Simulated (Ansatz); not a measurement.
A nudged elastic band was laid between two geometries of H5NSi2 (8 atoms, charge 0, multiplicity 1).

Computed with Ansatz, RKS r2SCAN-D4/cc-pVDZ.

```json
{"movable images": "5", "climbing image": "yes", "spring": "5.0 eV/Å²", "optimiser": "quadratic models (default)", "start path": "through a guess of the saddle point", "force threshold": "0.05 eV/Å", "iteration limit": "60", "end points": "relaxed"}
```

Image 0:

```xyz
8
Properties=species:S:1:pos:R:3
N -1.497 0.929 -1.571
Si -0.101 0.828 -0.727
Si 0.603 -0.718 0.911
H -2.183 0.196 -1.354
H 0.896 1.897 -1.048
H 0.908 0.004 2.190
H 1.850 -1.410 0.450
H -0.476 -1.727 1.148
```

Image 6:

```xyz
8
Properties=species:S:1:pos:R:3
N -1.693 0.366 -1.222
Si -0.191 0.693 -0.666
Si 0.659 -0.749 0.967
H -2.043 1.015 -1.939
H 0.721 1.825 -1.085
H 0.983 0.030 2.206
H 1.924 -1.382 0.472
H -0.360 -1.798 1.268
```

**Question.** Which bonds break or form, and what moves?

**Answer.** No bond is made or broken. The dihedral H4–N1–Si2–Si3 changes from 0 to 180° by way of a nearly straight angle H4–N1–Si2 (up to 179°), not by a turn about the bond.

**Question.** Give the energies along the band, and the barrier.

**Answer.** It converged. The highest image is number 3 of 0 to 6, 8.8 kcal/mol above the first end and 8.4 kcal/mol above the last; the last end lies 0.4 kcal/mol above the first. A vibrational analysis at the climbing image gives one clearly imaginary mode, 605i cm⁻¹: a first-order saddle point.

| image | path coordinate (Å) | energy (kcal/mol) | angle H4–N1–Si2 (°) |
| --- | --- | --- | --- |
| 0 | 0.00 | 0.0 | 115 |
| 1 | 0.37 | 0.1 | 117 |
| 2 | 0.75 | 3.3 | 139 |
| 3 | 1.12 | 8.8 | 179 |
| 4 | 1.47 | 4.1 | 143 |
| 5 | 1.83 | 0.5 | 118 |
| 6 | 2.18 | 0.4 | 115 |

**Question.** What is the geometry of the highest image?

**Answer.** 
```xyz
8
Properties=species:S:1:pos:R:3
N -1.547 0.724 -1.306
Si -0.090 0.749 -0.713
Si 0.668 -0.748 0.944
H -2.478 0.703 -1.677
H 0.941 1.755 -1.162
H 0.823 -0.022 2.248
H 2.009 -1.307 0.573
H -0.326 -1.855 1.093
```

**Question.** What are the harmonic wavenumbers there?

**Answer.** 605i, 25, 178, 338, 396, 458, 519, 631, 824, 871, 922, 929, 1195, 2114, 2182, 2193, 2222, 3811 cm⁻¹.

The band took 10 iterations and about 2.7 core-minutes.

Run time: 2.7 min on 1 thread of Arm Neoverse V2, with other jobs on the host, peak memory 0.14 GiB.
